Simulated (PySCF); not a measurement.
Consider isocyanate, `[N-]=C=O` ([CNO]-). Optimised structure (Å), atoms numbered from 1:
```
N     1.2071    0.1799   -0.0126
C     0.0171    0.1022   -0.0078
O    -1.2019    0.0225   -0.0029
```

Level of theory: PBE0-D3(BJ)/ma-def2-TZVP single points in PySCF, grid level 2; every species was optimised with PBE0-D3(BJ)/ma-def2-SVP. Thermal corrections: PBE0-D3(BJ)/ma-def2-SVP frequencies, unscaled, ideal gas at 298.15 K and 1 bar, quasi-RRHO entropy.

Q: Rank these of its sites by proton affinity, highest first.
A. N1 (nitrogen)
B. O3 (carbonyl oxygen)

A: A (1439 kJ/mol), B (1315 kJ/mol).

Q: For N1 (nitrogen), what are ΔE (electronic) and ΔG(298 K) of removing the proton again?

A: ΔE = 1461 and ΔG = 1412 kJ/mol, beside ΔH = 1439 kJ/mol. The protonated species is `N=C=O`.

---

Consider `[PH-]P` ([H3P2]-). Non-hydrogen atoms are numbered in `[PH-:1][PH2:2]`.

Energies: M06-2X/ma-def2-TZVP (PySCF, density fitting, integration grid level 3) on PBE0-D3(BJ)/ma-def2-SVP structures. The prefix ma- adds one diffuse s and one diffuse p function on all atoms but H. Thermal corrections: PBE0-D3(BJ)/ma-def2-SVP frequencies, unscaled, ideal gas at 298.15 K and 1 bar, quasi-RRHO entropy.

(1) Rank these of its sites by proton affinity, highest first.
A. P2 (phosphorus)
B. P1 (phosphorus)

(2) For P2 (phosphorus), what are ΔE (electronic) and ΔG(298 K) of removing the proton again?

Answers

(1) B (1480 kJ/mol), A (1383 kJ/mol).

(2) ΔE = 1405 and ΔG = 1350 kJ/mol, beside ΔH = 1383 kJ/mol. The protonated species is `[PH-][PH3+]`.

---

Consider hydroperoxide ion, `[O-]O` ([HO2]-). Atom numbers as in the mapped SMILES `[O-:1][OH:2]`.

Energies: M06-2X/ma-def2-TZVP (PySCF, density fitting, integration grid level 3) on PBE0-D3(BJ)/ma-def2-SVP structures. Zero-point and thermal terms (298.15 K, 1 bar) come from unscaled PBE0-D3(BJ)/ma-def2-SVP harmonic frequencies, with soft modes damped to free rotors in the entropy.

Q: Rank these of its sites by proton affinity, highest first.
A. O1 (anionic oxygen)
B. O2 (hydroxyl oxygen)

A: A (1572 kJ/mol), B (1378 kJ/mol).

Q: For O2 (hydroxyl oxygen), what are ΔE (electronic) and ΔG(298 K) of removing the proton again?

A: ΔE = 1407 and ΔG = 1348 kJ/mol, beside ΔH = 1378 kJ/mol. The protonated species is `[O-][OH2+]`.
